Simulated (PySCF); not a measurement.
SiCl4, SMILES [Si](Cl)(Cl)(Cl)Cl.

Geometry: ωB97X-D3(BJ)/def2-SVP. The isomer is the one that the SMILES or the coordinates give; other isomers of the formula were not compared.

Two levels are set side by side: TDDFT-PBE/def2-SVPD (PySCF) and TDDFT-M06-2X/def2-SVPD (PySCF). Vertical, same geometry. The lowest singlet is HOMO→LUMO 100 % with PBE and HOMO→LUMO 79 % with the other functional; states are paired by order. Differences are taken from unrounded values.

```tsv
quantity	TDDFT-PBE
lowest singlet excitation (eV)	6.39
lowest triplet excitation (TDA) (eV)	6.12
```

Task: These are the TDDFT-PBE values. What does TDDFT-M06-2X give? (The exact figures need the calculation; the answer reports its results.)

Result: 
| quantity | TDDFT-M06-2X | TDDFT-PBE minus TDDFT-M06-2X |
|---|---|---|
| lowest singlet excitation (eV) | 7.58 | -1.19 |
| lowest triplet excitation (TDA) (eV) | 7.23 | -1.11 |

A lower first singlet is the usual sign of a functional without exact exchange. Differences between two approximate levels are no errors against the true value.

Rough cost on one machine, each run with all the roots and properties that it gave: TDDFT-M06-2X against TDDFT-PBE about 10 times.
